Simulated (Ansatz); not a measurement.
## Scan of [H···H···Br], doublet

Starting geometry:

| atom | x (Å) | y (Å) | z (Å) |
| --- | --- | --- | --- |
| H | 0.0000 | 0.0000 | -1.2080 |
| H | 0.0000 | 0.0000 | -0.4630 |
| Br | 0.0000 | 0.0000 | 1.6710 |

From there H2 is moved from one fragment to the other while all else, the fragments' distance too, stays fixed, so the hump isn't the reaction's barrier; atoms are numbered as listed. Energies are in eV, counted from the starting geometry at the same level.

Basis 6-31G (Cartesian d functions); Ansatz 0.2.0. Correlated methods freeze the noble-gas cores and the filled d shells of p-block atoms. R marks a restricted (for open shells ROHF) determinant, U an unrestricted one. Active spaces: valence = (9e, 6o) chosen from the atoms' valence shells. No spin–orbit coupling is included, and no scalar relativity.

Runs in a small pair space aren't shown, since their orbitals change along the scan.

Full CI is exact within this basis and frozen core; it isn't the basis-set limit. The frozen core follows each run's orbitals, which can shift R against U totals by a few meV for light atoms and by up to 0.1 eV past Ca.

```tsv
distance H1-H2 (Å)	full CI	curve A	curve B	curve C	curve D
0.693	0.031	0.031	0.036	0.015	-0.011
0.745	0.000	0.000	0.000	0.000	0.000
0.831	0.141	0.142	0.132	0.173	0.225
0.918	0.413	0.415	0.394	0.487	0.608
1.004	0.709	0.711	0.678	0.829	1.053
1.090	0.950	0.953	0.905	1.094	1.469
1.176	1.081	1.085	1.025	1.202	1.545
1.263	1.105	1.108	1.041	1.166	1.374
1.349	1.078	1.080	1.010	1.079	1.197
```

(1) The curves come from BCCD(T), NEVPT2 (valence space), RHF, UMP2. Compare each with full CI and say which is which.

## Answers

(1) A: BCCD(T), B: NEVPT2 (valence space), C: UMP2, D: RHF. Spread of the error against full CI, over the points where both stand: A 0.004, B 0.073, C 0.160, D 0.562 eV.
